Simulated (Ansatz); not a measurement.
The input, for Ansatz 0.2.0:

```yaml
crystal:
  periodic: [false, false, false]
  atoms:
    - {symbol: P, position_ang: [0.196476, 0.000000, -1.764619]}
    - {symbol: Be, position_ang: [-0.241864, 0.000000, 0.229062]}
    - {symbol: H, position_ang: [0.045388, 0.000000, 1.535557]}
basis:
  gaussian: {orbitals: 6-31G}
correlation: {method: fic_nevpt4_sd, electrons: valence, active_space: {window: {electrons: 2, orbitals: 6}, states: [{multiplicity: 1, weights: [1, 1]}], root: 1}}
```

```sh
$ ansatz run in.yaml --threads 1 --pin off --events-out ev --progress --plain --max-ram 2393MiB
```

Roughly how long does this take on 1 thread of AMD EPYC 7B13, shared host, and how much host memory?

1.6 s wall and 0.15 GiB.

```
489 factors; integrals over basis functions are off by at most 2.0e-7 eV
mean field evaluation 1: about -9681.8775 eV, gradient 8.7e0 eV
mean field evaluation 2: about -9681.8767 eV, gradient 8.7e0 eV
mean field evaluation 4: about -9682.4090 eV, gradient 4.0e-1 eV
mean field evaluation 8: about -9682.4111 eV, gradient 9.5e-4 eV
mean field evaluation 16: about -9682.3751 eV, gradient 2.3e-2 eV
mean field evaluation 32: about -9682.3938 eV, gradient 5.9e-1 eV
mean field evaluation 64: about -9682.3751 eV, gradient 3.2e-2 eV
mean field -9682.41113350 eV, -355.8220461822 hartree, gradient 4.2e-6 eV, S^2 0.000000; 7 other end points of the search recorded, 0 dependent functions left out; unrestricted orbitals would lower it
reference -9682.41113350 eV, -355.8220461822 hartree; 10, 10 occupied and 14, 14 virtual orbitals, 489 factors
state -9683.05241557 eV, -355.8456128635 hartree
state -9683.05201588 eV, -355.8455981753 hartree
state -9683.05241557 eV, -355.8456128635 hartree; corrected -9684.71030885 eV, -355.9065393178 hartree
state -9683.05201588 eV, -355.8455981753 hartree; corrected -9684.70972209 eV, -355.9065177548 hartree
Total energy: -9684.70972209 eV, -355.9065177548 hartree
```

Natural occupations, averaged over the states: 1.0117 0.9782 0.0047 0.0045 0.0004 0.0004.
